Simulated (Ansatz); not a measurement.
MgSiP2, treated with PBEsol in Ansatz (PAW).

Numerical settings: plane-wave cutoff 520 eV, 8×8×8 k mesh, Fermi–Dirac smearing 0.01 eV, scalar-relativistic PAW data made under PBE.

Starting structure:

```
MgP2Si
1.0
   -2.86045     2.86045     5.04750
    2.86045    -2.86045     5.04750
    2.86045     2.86045    -5.04750
Mg Si P
2 2 4
Direct
  0.00000   0.00000   0.00000
  0.75000   0.25000   0.50000
  0.50000   0.50000   0.00000
  0.25000   0.75000   0.50000
  0.87500   0.85600   0.48100
  0.14400   0.62500   0.01900
  0.37500   0.39400   0.51900
  0.60600   0.12500   0.98100
```

Problem. Into what structure does the relaxation of cell and atoms lead at this level, with the symmetry of the start kept?

Solution. The volume grows by 0.3 %; final space group I-42d.
```
MgP2Si
1.0
   -2.86757     2.86757     5.03701
    2.86757    -2.86757     5.03701
    2.86757     2.86757    -5.03701
Mg Si P
2 2 4
Direct
  0.00000   0.00000   0.00000
  0.75000   0.25000   0.50000
  0.50000   0.50000   0.00000
  0.25000   0.75000   0.50000
  0.87500   0.83230   0.45730
  0.16770   0.62500   0.04270
  0.37500   0.41770   0.54270
  0.58230   0.12500   0.95730
```

Note: the relaxation could not lower the start's symmetry, so the cell can be a saddle point above a distorted one.

Ansatz is a quantum-chemistry and plane-wave program.
